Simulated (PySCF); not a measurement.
# How methods differ on the ionisation energy of C

C [He] 2s2 2p2 (3P) → C+ [He] 2s2 2p1 (2P), as a difference of total energies. Calculation: PySCF 2.14, in aug-cc-pwCVTZ (7s6p4d2f, 59 functions); the non-relativistic Hamiltonian (point nucleus). Correlated levels: valence: 1s2 frozen; valence and next inner shell: nothing frozen. The calculations carry no spin-orbit coupling.

```
                                method  ionisation energy (eV)  error (eV)
                                   UHF                  10.796      -0.466
                                   LDA                  11.688      +0.426
                                   PBE                  11.539      +0.277
                                  PBE0                  11.512      +0.250
                                r2SCAN                  11.665      +0.403
                                PBEsol                  11.496      +0.234
                                  PW91                  11.608      +0.346
                                M06-2X                  11.323      +0.061
                               wB97M-V                  11.296      +0.034
                         MP2 (valence)                  11.255      -0.007
                     SCS-MP2 (valence)                  11.121      -0.141
    MP2 (valence and next inner shell)                  11.279      +0.017
SCS-MP2 (valence and next inner shell)                  11.137      -0.125
```

Reference: 11.262 eV (measured; NIST levels, between the centres of gravity of the two terms).

Errors of the correlated levels include the incompleteness of this basis and the frozen core.
